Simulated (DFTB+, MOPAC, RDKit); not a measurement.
System: trimethyl amine, C3H9N, net charge 0, singlet state. SMILES: CN(C)C

Atoms: N1, C2, C3, C4, H5, H6, H7, H8, H9, H10, H11, H12, H13. Bonds: N1-C2, N1-C3, N1-C4, C2-H5, C2-H6, C2-H7, C3-H8, C3-H9, C3-H10, C4-H11, C4-H12, C4-H13.

Bond lengths (Å) and angles (degrees) optimised at UFF with RDKit; MMFF94 with RDKit; PM6 with MOPAC; SCC-DFTB with DFTB+, each started from the B3LYP-D3(BJ)/def2-TZVP structure (Ansatz) of the last column. A row stands for all coordinates that are equal there; 6 of 8 kinds are shown. No wavenumbers were computed at UFF, MMFF94, SCC-DFTB, so these may be saddle points.

```tsv
coordinate	UFF	MMFF94	PM6	SCC-DFTB	B3LYP-D3(BJ)/def2-TZVP
N1-C2	1.471	1.462	1.494	1.449	1.450
C2-H5	1.113	1.096	1.099	1.116	1.106
C2-H6	1.111	1.096	1.102	1.103	1.091
C2-N1-C3	110.0	110.5	110.3	112.5	111.6
N1-C2-H5	111.4	112.3	115.1	113.0	112.8
N1-C2-H6	110.1	110.5	108.9	110.1	109.9
```

Mean signed difference of all 12 bond lengths from B3LYP-D3(BJ)/def2-TZVP: UFF 0.017 Å, MMFF94 0.003 Å, PM6 0.015 Å, SCC-DFTB 0.008 Å.
